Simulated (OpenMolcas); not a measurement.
# A workflow on SiH (SMILES [SiH])

We compute a single-point energy (UHF/cc-pVDZ), then a single-point energy (CASSCF(3,3)/cc-pVDZ), then a single-point energy (CASPT2(3,3)/cc-pVDZ), then the energy (SC-NEVPT2(3,3)/cc-pVDZ), then a single-point energy (MRCI(3,3)/cc-pVDZ) of SiH. 

The results are computed with OpenMolcas 26.06.

6 further runs of the same task are left out: 4 that didn't finish, 2 set aside as unsound or not needed.

## (1) The system as given

The species is SiH (2 atoms), meant as a doublet with charge 0. SMILES: `[SiH]`. The Si1–H2 distance was set to 3.791 Å, away from the relaxed value.

## (2) The energy at UHF/cc-pVDZ (run 1)

Contents of coord.xyz:

```xyz
2

Si     0.000000     0.000000    -2.274840
H      0.000000     0.000000     1.516560
```

Contents of step1.input:

```
* HSi Hartree-Fock

&GATEWAY
  BASLIB = $CurrDir
  COORD = coord.xyz
  BASIS = cc-pVDZ
  GROUP = NoSym

&SEWARD

&SCF
  UHF
  SPIN = 2
  SCRAMBLE = 0.25
  PRORBITALS = 1 1
```

The basis set cc-pVDZ is read from a file made from the Basis Set Exchange's data (not shown).

Launch:

```console
$ export MOLCAS_MEM=1860
$ pymolcas step1.input > step1.log
```

Output:

```text
--- Start Module: gateway ---
[...]
--- Stop Module: gateway /rc=_RC_ALL_IS_WELL_ ---
--- Start Module: seward ---
[...]
      Basis functions           23
--- Stop Module: seward /rc=_RC_ALL_IS_WELL_ ---
--- Start Module: scf ---
[...]
       Convergence after 197 Iterations
[...]
::    Total SCF energy                               -289.3497452473
[...]
      Total spin, S                                     0.9134533930
[...]
      Total electronic charge=   15.000000
      Total            charge=   -0.000000
[...]
      Dipole Moment (debye):
      Origin of the operator (angstrom)=    0.0000    0.0000   -2.1430
                   X= -2.8455E-08               Y= -2.3287E-07               Z= -7.1466E-02           Total=  7.1466E-02
      Quadrupole Moment (debye*angstrom):
[...]
--- Stop Module: scf /rc=_RC_ALL_IS_WELL_ ---
[...]
```

It took 6 s on 1 thread of Arm Neoverse V1, shared host; peak memory 0.37 GiB.

## (3) A single-point energy at CASSCF(3,3)/cc-pVDZ (run 2)

coord.xyz is that of step 2.

Contents of step2.inp:

```
&GATEWAY
BASLIB
$CurrDir
COORD
coord.xyz
BASIS
cc-pVDZ
GROUP
NoSym
&SEWARD
&RASSCF
FILEORB
$CurrDir/step1.UnaOrb
SPIN
2
NACTEL
3 0 0
INACTIVE
6
RAS2
3
ORBLISTING
Nothing
ORBAPPEAR
Compact
```

The basis set cc-pVDZ is read from a file made from the Basis Set Exchange's data (not shown).

Launch:

```console
$ export MOLCAS_MEM=1860
$ pymolcas step2.inp > step2.log
```

Output:

```text
--- Start Module: gateway ---
[...]
--- Stop Module: gateway /rc=_RC_ALL_IS_WELL_ ---
--- Start Module: seward ---
[...]
      Basis functions           23
--- Stop Module: seward /rc=_RC_ALL_IS_WELL_ ---
--- Start Module: rasscf ---
[...]
      Number of active orbitals                  3
[...]
      Spin quantum number                      0.5
[...]
      Active orbitals                            3
[...]
      Number of CSFs                             8
[...]
      Number of root(s) required                 1
[...]
      Convergence after 10 iterations
[...]
      printout of CI-coefficients larger than  0.05 for root  1
      energy=    -289.346992
      conf/sym  111     Coeff  Weight
             1  2u0  -0.69696 0.48575
             4  udu  -0.40065 0.16052
             6  uud  -0.23132 0.05351
             8  0u2  -0.54792 0.30022
      Natural orbitals and occupation numbers for root  1
      sym 1:   1.185531   1.000000   0.814469
      ************************************************************************************************************************
      *                                                    Final results                                                     *
[...]
::    RASSCF root number  1 Total energy:   -289.34699152
[...]
      Total electronic charge=   15.000000
      Total            charge=   -0.000000
[...]
      Dipole Moment (debye):
      Origin of the operator (angstrom)=    0.0000    0.0000   -2.1430
                   X=  5.2364E-07               Y= -1.1261E-06               Z= -1.5439E-01           Total=  1.5439E-01
      Quadrupole Moment (debye*angstrom):
[...]
--- Stop Module: rasscf /rc=_RC_ALL_IS_WELL_ ---
[...]
```

Run time: 1.8 s. Hardware: 1 thread of Arm Neoverse V1, shared host; peak memory 0.37 GiB.

## (4) A single-point energy at CASPT2(3,3)/cc-pVDZ (run 3)

coord.xyz is that of step 3.

Contents of step3.input:

```
* HSi CASPT2
&GATEWAY
BasLib = $CurrDir
Coord = coord.xyz
Basis = cc-pVDZ
Group = NoSym
&SEWARD
&RASSCF
FileOrb = $CurrDir/step2.RasOrb
Spin = 2
Nactel = 3 0 0
Inactive = 6
Ras2 = 3
OrbListing = Nothing
OrbAppear = Compact
&CASPT2
Imaginary = 0.1
Frozen = 5
```

The basis set cc-pVDZ is read from a file made from the Basis Set Exchange's data (not shown).

Launch:

```console
$ export MOLCAS_MEM=1860
$ pymolcas step3.input > step3.log
```

Output:

```text
--- Start Module: gateway ---
[...]
--- Stop Module: gateway /rc=_RC_ALL_IS_WELL_ ---
[...]
      Basis functions           23
[...]
--- Start Module: rasscf ---
[...]
      Number of active orbitals                  3
[...]
      Spin quantum number                      0.5
[...]
      Active orbitals                            3
[...]
      Number of CSFs                             8
[...]
      Number of root(s) required                 1
[...]
      Convergence after  4 iterations
[...]
      printout of CI-coefficients larger than  0.05 for root  1
      energy=    -289.346992
      conf/sym  111     Coeff  Weight
             1  2u0  -0.69696 0.48575
             4  udu  -0.40065 0.16052
             6  uud  -0.23132 0.05351
             8  0u2  -0.54792 0.30022
      Natural orbitals and occupation numbers for root  1
      sym 1:   1.185530   1.000000   0.814470
      ************************************************************************************************************************
      *                                                    Final results                                                     *
[...]
::    RASSCF root number  1 Total energy:   -289.34699152
[...]
      Total electronic charge=   15.000000
      Total            charge=   -0.000000
[...]
      Dipole Moment (debye):
      Origin of the operator (angstrom)=    0.0000    0.0000   -2.1430
                   X=  4.4537E-07               Y= -9.5795E-07               Z= -1.5439E-01           Total=  1.5439E-01
      Quadrupole Moment (debye*angstrom):
[...]
--- Stop Module: rasscf /rc=_RC_ALL_IS_WELL_ ---
--- Start Module: caspt2 ---
[...]
 ###    WARNING: User changed nr of frozen orbitals.                         ###
 ###############################################################################
[...]
      E2 (Variational):          -0.0480742028
      Total energy:            -289.3950657243
[...]
      Reference weight:           0.96886
[...]
::    CASPT2 Root  1     Total energy:   -289.39506572
[...]
--- Stop Module: caspt2 /rc=_RC_ALL_IS_WELL_ ---
[...]
```

It took 1.8 s on 1 thread of Arm Neoverse V1, shared host; peak memory 0.37 GiB.

## (5) A single-point energy at SC-NEVPT2(3,3)/cc-pVDZ (run 4)

coord.xyz is that of step 4.

Contents of step4.inp:

```
* HSi NEVPT2

&GATEWAY
  BasLib=$CurrDir
  Coord=coord.xyz
  Basis=cc-pVDZ
  Group=NoSym

&SEWARD

&RASSCF
  FileOrb=$CurrDir/step2.RasOrb
  Spin=2
  Nactel=3 0 0
  Inactive=6
  Ras2=3
  OrbListing=Nothing
  OrbAppear=Compact

&CASPT2
  SC-NEVPT2
  Frozen=5
```

The basis set cc-pVDZ is read from a file made from the Basis Set Exchange's data (not shown).

Launch:

```console
$ export MOLCAS_MEM=1860
$ pymolcas step4.inp > step4.log
```

Output:

```text
--- Start Module: gateway ---
[...]
--- Stop Module: gateway /rc=_RC_ALL_IS_WELL_ ---
[...]
      Basis functions           23
[...]
--- Start Module: rasscf ---
[...]
      Number of active orbitals                  3
[...]
      Spin quantum number                      0.5
[...]
      Active orbitals                            3
[...]
      Number of CSFs                             8
[...]
      Number of root(s) required                 1
[...]
      Convergence after  4 iterations
[...]
      printout of CI-coefficients larger than  0.05 for root  1
      energy=    -289.346992
      conf/sym  111     Coeff  Weight
             1  2u0  -0.69696 0.48575
             4  udu  -0.40065 0.16052
             6  uud  -0.23132 0.05351
             8  0u2  -0.54792 0.30022
      Natural orbitals and occupation numbers for root  1
      sym 1:   1.185530   1.000000   0.814470
      ************************************************************************************************************************
      *                                                    Final results                                                     *
[...]
::    RASSCF root number  1 Total energy:   -289.34699152
[...]
      Total electronic charge=   15.000000
      Total            charge=   -0.000000
[...]
      Dipole Moment (debye):
      Origin of the operator (angstrom)=    0.0000    0.0000   -2.1430
                   X=  4.4537E-07               Y= -9.5795E-07               Z= -1.5439E-01           Total=  1.5439E-01
      Quadrupole Moment (debye*angstrom):
[...]
--- Stop Module: rasscf /rc=_RC_ALL_IS_WELL_ ---
--- Start Module: caspt2 ---
[...]
 ###    WARNING: User changed nr of frozen orbitals.                         ###
 ###############################################################################
[...]
      E2 (Variational):          -0.0497444493
[...]
      E2 (Variational):          -0.0497395065
      Total energy:            -289.3967310280
[...]
      Reference weight:           0.96573
[...]
::    SC-NEVPT2 Root  1     Total energy:   -289.39673103
[...]
--- Stop Module: caspt2 /rc=_RC_ALL_IS_WELL_ ---
[...]
```

Run time: 1.8 s. Hardware: 1 thread of Arm Neoverse V1, shared host; peak memory 0.37 GiB.

## (6) The energy at MRCI(3,3)/cc-pVDZ (run 5)

coord.xyz is that of step 5.

Contents of step5.input:

```
* HSi MRCI

&GATEWAY
 BasLib=$CurrDir
 Coord=coord.xyz
 Basis=cc-pVDZ
 Group=NoSym

&SEWARD

&RASSCF
 FileOrb=$CurrDir/step2.RasOrb
 Spin=2
 Nactel=3 0 0
 Inactive=6
 Ras2=3
 OrbListing=Nothing
 OrbAppear=Compact

&MOTRA
 LumOrb
 Frozen=5

&GUGA
 Electrons=5
 Spin=2
 Inactive=1
 Active=3
 CIAll=1

&MRCI
 SDCI
```

The basis set cc-pVDZ is read from a file made from the Basis Set Exchange's data (not shown).

Launch:

```console
$ export MOLCAS_MEM=1860
$ pymolcas step5.input > step5.log
```

Output:

```text
--- Start Module: gateway ---
[...]
--- Stop Module: gateway /rc=_RC_ALL_IS_WELL_ ---
[...]
      Basis functions           23
[...]
      Number of active orbitals                  3
[...]
      Spin quantum number                      0.5
[...]
      Active orbitals                            3
[...]
      Number of CSFs                             8
[...]
      Number of root(s) required                 1
[...]
      Convergence after  4 iterations
[...]
      printout of CI-coefficients larger than  0.05 for root  1
      energy=    -289.346992
      conf/sym  111     Coeff  Weight
             1  2u0  -0.69696 0.48575
             4  udu  -0.40065 0.16052
             6  uud  -0.23132 0.05351
             8  0u2  -0.54792 0.30022
      Natural orbitals and occupation numbers for root  1
      sym 1:   1.185530   1.000000   0.814470
      ************************************************************************************************************************
      *                                                    Final results                                                     *
[...]
::    RASSCF root number  1 Total energy:   -289.34699152
[...]
      Dipole Moment (debye):
      Origin of the operator (angstrom)=    0.0000    0.0000   -2.1430
                   X=  4.4537E-07               Y= -9.5795E-07               Z= -1.5439E-01           Total=  1.5439E-01
      Quadrupole Moment (debye*angstrom):
[...]
      *** WARNING: Default frozen orbitals is overwritten by user input.
      *** Default values:   2
[...]
--- Start Module: guga ---
[...]
--- Stop Module: guga /rc=_RC_ALL_IS_WELL_ ---
--- Start Module: mrci ---
[...]
       (But an ACPF correction will be computed)
       USE THE DEFAULT ACPF G-VALUE GFAC=  0.40000000000000002
[...]
                      CI ENERGY:  -289.41429615
[...]
                ACPF CORRECTION:    -0.00267458
[...]
      Total electronic charge=   15.000000
      Total            charge=    0.000000
[...]
     ACPF CORRECTION:     -0.00267458
[...]
  CI State   1     Total energy:   -289.41429615     QDav:     -0.00457895     QACPF:     -0.00267458
[...]
--- Stop Module: mrci /rc=_RC_ALL_IS_WELL_ ---
[...]
```

Wall time 1.9 s (1 thread of Arm Neoverse V1, shared host); peak memory 0.37 GiB.

## (7) Outcome

| quantity | value |
| --- | --- |
| run 1, UHF/cc-pVDZ: total energy | -289.34975 Eh |
| run 1, UHF/cc-pVDZ: dipole moment | 0.07 D |
| run 1, UHF/cc-pVDZ: HOMO energy (highest over α and β) | -8.14 eV |
| run 1, UHF/cc-pVDZ: LUMO energy (lowest over α and β) | 0.02 eV |
| run 1, UHF/cc-pVDZ: ⟨S²⟩ | 1.748 |
| run 2, CASSCF(3,3)/cc-pVDZ: total energy | -289.34699 Eh |
| run 2, CASSCF(3,3)/cc-pVDZ: dipole moment (CASSCF density) | 0.15 D |
| run 3, CASPT2(3,3)/cc-pVDZ: total energy | -289.39507 Eh |
| run 3, CASPT2(3,3)/cc-pVDZ: dipole moment (CASSCF density) | 0.15 D |
| run 4, SC-NEVPT2(3,3)/cc-pVDZ: total energy | -289.39673 Eh |
| run 4, SC-NEVPT2(3,3)/cc-pVDZ: dipole moment (CASSCF density) | 0.15 D |
| run 5, MRCI(3,3)/cc-pVDZ: total energy | -289.41430 Eh |
| run 5, MRCI(3,3)/cc-pVDZ: dipole moment (CASSCF density) | 0.15 D |

**Reading.** ⟨S²⟩ (run 1, UHF/cc-pVDZ) is 1.75 where a pure doublet has 0.75: the reference is spin-contaminated.
